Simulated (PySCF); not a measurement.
**Two-photon absorption: 5-methylthiazole (Cc1cncs1, C₄H₅NS)**

Molfile (atoms numbered from 1):
```
C4H5NS
     RDKit          3D

 11 11  0  0  0  0  0  0  0  0999 V2000
   -1.7620   -0.1897   -0.0039 C   0  0  0  0  0  0  0  0  0  0  0  0
   -0.2768   -0.1128    0.0012 C   0  0  0  0  0  0  0  0  0  0  0  0
    0.5186    0.9933   -0.0450 C   0  0  0  0  0  0  0  0  0  0  0  0
    1.8662    0.7812   -0.0282 N   0  0  0  0  0  0  0  0  0  0  0  0
    2.1217   -0.4860    0.0306 C   0  0  0  0  0  0  0  0  0  0  0  0
    0.7343   -1.4996    0.0697 S   0  0  0  0  0  0  0  0  0  0  0  0
   -2.1470   -0.6743    0.8966 H   0  0  0  0  0  0  0  0  0  0  0  0
   -2.1371   -0.7471   -0.8656 H   0  0  0  0  0  0  0  0  0  0  0  0
   -2.1787    0.8174   -0.0478 H   0  0  0  0  0  0  0  0  0  0  0  0
    0.1407    2.0068   -0.0932 H   0  0  0  0  0  0  0  0  0  0  0  0
    3.1186   -0.9050    0.0545 H   0  0  0  0  0  0  0  0  0  0  0  0
  1  2  1  0
  2  3  2  0
  3  4  1  0
  4  5  2  0
  5  6  1  0
  6  2  1  0
  1  7  1  0
  1  8  1  0
  1  9  1  0
  3 10  1  0
  5 11  1  0
M  END
```

Theory: PySCF 2.14.0, TDDFT CAM-B3LYP/def2-TZVPD excited states, vertical, gas phase. Geometry: PBE0-D3(BJ)/def2-TZVP.

Question: How strongly do the lowest singlets absorb one photon, and two photons of half the energy?

Answer: δ for parallel linear polarisation; σ at the peak of a Lorentzian of half width 0.1 eV, single beam; Ω is circular over linear.
```csv
state,E (eV),f,photon λ (nm),δ (au),σ (GM),Ω,main
S1,5.52,0.001,449,0.15,0.00,1.50,HOMO−1→LUMO 0.94
S2,5.58,0.123,444,23.6,0.27,1.12,HOMO→LUMO 0.93
S3,5.95,0.000,417,8.43,0.11,1.50,"HOMO→LUMO+2 0.41, HOMO→LUMO+1 0.26"
S4,6.24,0.034,397,6.54,0.09,1.23,"HOMO−2→LUMO 0.80, HOMO→LUMO+7 0.09"
S5,6.42,0.001,386,45.8,0.69,1.50,"HOMO→LUMO+1 0.53, HOMO→LUMO+2 0.21"
S6,6.59,0.000,376,2.58,0.04,1.50,"HOMO−2→LUMO+2 0.38, HOMO−2→LUMO+1 0.19"
```

Among these, the strongest one-photon state is S2, the strongest two-photon state S5, with a dipole change of 2.5 D (relaxed, norm of the difference vector).
